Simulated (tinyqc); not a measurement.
Inside a calculation. Method: RKS/BP86 in the sto-6g basis, for H2O, spin multiplicity 1. One step of it, computed by the program tinyqc.

Question. Iteration 1: building the Kohn-Sham matrix. J_ij = sum D_kl (ij|kl); F = H + J + V_xc; E = tr D H + tr D J / 2 + E_xc + E_nn.

D at the start, order 1O 1s, 1O 2s, 1O 2px, 1O 2py, 1O 2pz, 2H 1s, 3H 1s:
```
[[0.359379, 0.022899, 0.215352, 0.562575, -0.455655, -0.520070, 0.462531],
 [0.022899, 3.443720, -0.084083, -0.219570, 0.984208, -1.285391, -1.672533],
 [0.215352, -0.084083, 1.969516, -0.081439, 0.083587, 0.002904, -0.062164],
 [0.562575, -0.219570, -0.081439, 2.486398, 0.234951, -1.199467, 0.999213],
 [-0.455655, 0.984208, 0.083587, 0.234951, 2.005231, -0.212221, -0.512051],
 [-0.520070, -1.285391, 0.002904, -1.199467, -0.212221, 1.659494, -0.839435],
 [0.462531, -1.672533, -0.062164, 0.999213, -0.512051, -0.839435, 3.254867]]
```

core Hamiltonian H = T + V (hartree), order 1O 1s, 1O 2s, 1O 2px, 1O 2py, 1O 2pz, 2H 1s, 3H 1s:
```
[[-33.077367, -7.312255, 0.000000, 0.000000, -0.023628, -1.908402, -1.908402],
 [-7.312255, -9.285027, 0.000000, 0.000000, -0.259317, -3.967680, -3.967680],
 [0.000000, 0.000000, -7.505475, 0.000000, 0.000000, 0.000000, 0.000000],
 [0.000000, 0.000000, 0.000000, -7.655281, 0.000000, -1.980846, 1.980846],
 [-0.023628, -0.259317, 0.000000, 0.000000, -7.627054, -1.880877, -1.880877],
 [-1.908402, -3.967680, 0.000000, -1.980846, -1.880877, -5.247600, -1.975225],
 [-1.908402, -3.967680, 0.000000, 1.980846, -1.880877, -1.975225, -5.247600]]
```

Two-electron integrals (ij|kl) in chemists' order, unique and non-zero (hartree):
```
(11|11) 4.787491    (21|11) 0.675884    (21|21) 0.121505    (22|11) 1.117379
(22|21) 0.249212    (22|22) 0.817383    (31|31) 0.025762    (32|31) 0.039145
(32|32) 0.180664    (33|11) 1.117381    (33|21) 0.249212    (33|22) 0.817382
(33|33) 0.880663    (41|41) 0.025762    (42|41) 0.039145    (42|42) 0.180664
(43|43) 0.047461    (44|11) 1.117381    (44|21) 0.249212    (44|22) 0.817382
(44|33) 0.785741    (44|44) 0.880663    (51|51) 0.025762    (52|51) 0.039145
(52|52) 0.180664    (53|53) 0.047461    (54|54) 0.047461    (55|11) 1.117381
(55|21) 0.249212    (55|22) 0.817382    (55|33) 0.785741    (55|44) 0.785741
(55|55) 0.880663    (61|11) 0.187154    (61|21) 0.032227    (61|22) 0.064582
(61|33) 0.064441    (61|41) 0.001165    (61|42) 0.002269    (61|44) 0.064675
(61|51) 0.001050    (61|52) 0.002044    (61|54) 0.000211    (61|55) 0.064631
(61|61) 0.008713    (62|11) 0.427534    (62|21) 0.096554    (62|22) 0.347265
(62|33) 0.341714    (62|41) 0.005693    (62|42) 0.040818    (62|44) 0.350906
(62|51) 0.005129    (62|52) 0.036772    (62|54) 0.008281    (62|55) 0.349174
(62|61) 0.025701    (62|62) 0.178671    (63|31) 0.011076    (63|32) 0.061153
(63|43) 0.008549    (63|53) 0.007702    (63|63) 0.026221    (64|11) 0.219613
(64|21) 0.050330    (64|22) 0.193076    (64|33) 0.184223    (64|41) 0.013735
(64|42) 0.082971    (64|44) 0.206543    (64|51) 0.002396    (64|52) 0.019656
(64|54) 0.012405    (64|55) 0.188460    (64|61) 0.014059    (64|62) 0.120833
(64|64) 0.107214    (65|11) 0.197844    (65|21) 0.045341    (65|22) 0.173937
(65|33) 0.165962    (65|41) 0.002396    (65|42) 0.019656    (65|44) 0.170665
(65|51) 0.013234    (65|52) 0.078860    (65|54) 0.012787    (65|55) 0.185183
(65|61) 0.012665    (65|62) 0.108855    (65|64) 0.072965    (65|65) 0.091953
(66|11) 0.548308    (66|21) 0.126103    (66|22) 0.515495    (66|33) 0.494639
(66|41) 0.010256    (66|42) 0.098184    (66|44) 0.529177    (66|51) 0.009240
(66|52) 0.088451    (66|54) 0.031115    (66|55) 0.522669    (66|61) 0.033978
(66|62) 0.325567    (66|64) 0.251897    (66|65) 0.226928    (66|66) 0.774999
(71|11) 0.187154    (71|21) 0.032227    (71|22) 0.064582    (71|33) 0.064441
(71|41) -0.001165   (71|42) -0.002269   (71|44) 0.064675    (71|51) 0.001050
(71|52) 0.002044    (71|54) -0.000211   (71|55) 0.064631    (71|61) 0.008598
(71|62) 0.024943    (71|64) 0.012329    (71|65) 0.012281    (71|66) 0.032516
(71|71) 0.008713    (72|11) 0.427534    (72|21) 0.096554    (72|22) 0.347265
(72|33) 0.341714    (72|41) -0.005693   (72|42) -0.040818   (72|44) 0.350906
(72|51) 0.005129    (72|52) 0.036772    (72|54) -0.008281   (72|55) 0.349174
(72|61) 0.024943    (72|62) 0.150069    (72|64) 0.069044    (72|65) 0.089076
(72|66) 0.230623    (72|71) 0.025701    (72|72) 0.178671    (73|31) 0.011076
(73|32) 0.061153    (73|43) -0.008549   (73|53) 0.007702    (73|63) 0.021496
(73|73) 0.026221    (74|11) -0.219613   (74|21) -0.050330   (74|22) -0.193076
(74|33) -0.184223   (74|41) 0.013735    (74|42) 0.082971    (74|44) -0.206543
(74|51) -0.002396   (74|52) -0.019656   (74|54) 0.012405    (74|55) -0.188460
(74|61) -0.012329   (74|62) -0.069044   (74|64) -0.010475   (74|65) -0.039958
(74|66) -0.091221   (74|71) -0.014059   (74|72) -0.120833   (74|74) 0.107214
(75|11) 0.197844    (75|21) 0.045341    (75|22) 0.173937    (75|33) 0.165962
(75|41) -0.002396   (75|42) -0.019656   (75|44) 0.170665    (75|51) 0.013234
(75|52) 0.078860    (75|54) -0.012787   (75|55) 0.185183    (75|61) 0.012281
(75|62) 0.089076    (75|64) 0.039958    (75|65) 0.073604    (75|66) 0.151054
(75|71) 0.012665    (75|72) 0.108855    (75|74) -0.072965   (75|75) 0.091953
(76|11) 0.196546    (76|21) 0.044848    (76|22) 0.174675    (76|33) 0.170442
(76|44) 0.173410    (76|51) 0.003769    (76|52) 0.031884    (76|55) 0.180172
(76|61) 0.011845    (76|62) 0.090507    (76|64) 0.052351    (76|65) 0.062008
(76|66) 0.171133    (76|71) 0.011845    (76|72) 0.090507    (76|74) -0.052351
(76|75) 0.062008    (76|76) 0.055292    (77|11) 0.548308    (77|21) 0.126103
(77|22) 0.515495    (77|33) 0.494639    (77|41) -0.010256   (77|42) -0.098184
(77|44) 0.529177    (77|51) 0.009240    (77|52) 0.088451    (77|54) -0.031115
(77|55) 0.522669    (77|61) 0.032516    (77|62) 0.230623    (77|64) 0.091221
(77|65) 0.151054    (77|66) 0.374060    (77|71) 0.033978    (77|72) 0.325567
(77|74) -0.251897   (77|75) 0.226928    (77|76) 0.171133    (77|77) 0.774999
```

nuclear repulsion = 9.55568695 hartree

V_xc (hartree), order 1O 1s, 1O 2s, 1O 2px, 1O 2py, 1O 2pz, 2H 1s, 3H 1s:
```
[[-2.014171, -0.302204, -0.008709, -0.020094, 0.009970, -0.084068, -0.082679],
 [-0.302204, -0.827493, 0.003686, 0.021462, -0.034302, -0.329119, -0.356018],
 [-0.008709, 0.003686, -0.826885, 0.003827, -0.003929, 0.001706, 0.000647],
 [-0.020094, 0.021462, 0.003827, -0.827589, -0.004243, -0.167459, 0.210393],
 [0.009970, -0.034302, -0.003929, -0.004243, -0.828066, -0.175919, -0.194965],
 [-0.084068, -0.329119, 0.001706, -0.167459, -0.175919, -0.481542, -0.166134],
 [-0.082679, -0.356018, 0.000647, 0.210393, -0.194965, -0.166134, -0.600795]]
```

E_xc = sum of w rho eps_xc = -6.49463569 hartree

Give: Coulomb J; Kohn-Sham matrix F; total energy of this density.

Answer.

Coulomb J (hartree), order 1O 1s, 1O 2s, 1O 2px, 1O 2py, 1O 2pz, 2H 1s, 3H 1s:
```
[[11.3805, 2.3994, 0.0032, -0.0065, 0.0325, 0.6273, 0.6290],
 [2.3994, 7.5863, -0.0208, -0.1862, 0.2827, 3.2684, 3.4234],
 [0.0032, -0.0208, 7.5568, -0.0066, 0.0070, -0.0081, -0.0060],
 [-0.0065, -0.1862, -0.0066, 7.6112, -0.0186, 1.7540, -2.0229],
 [0.0325, 0.2827, 0.0070, -0.0186, 7.5910, 1.7532, 1.8617],
 [0.6273, 3.2684, -0.0081, 1.7540, 1.7532, 5.0298, 1.7530],
 [0.6290, 3.4234, -0.0060, -2.0229, 1.8617, 1.7530, 5.6516]]
```

Kohn-Sham matrix F (hartree), order 1O 1s, 1O 2s, 1O 2px, 1O 2py, 1O 2pz, 2H 1s, 3H 1s:
```
[[-23.7110, -5.2151, -0.0055, -0.0266, 0.0188, -1.3651, -1.3621],
 [-5.2151, -2.5262, -0.0171, -0.1648, -0.0110, -1.0284, -0.9003],
 [-0.0055, -0.0171, -0.7756, -0.0028, 0.0031, -0.0064, -0.0053],
 [-0.0266, -0.1648, -0.0028, -0.8716, -0.0229, -0.3943, 0.1684],
 [0.0188, -0.0110, 0.0031, -0.0229, -0.8642, -0.3036, -0.2141],
 [-1.3651, -1.0284, -0.0064, -0.3943, -0.3036, -0.6993, -0.3883],
 [-1.3621, -0.9003, -0.0053, 0.1684, -0.2141, -0.3883, -0.1968]]
```

total energy of this density = -41.616828 hartree
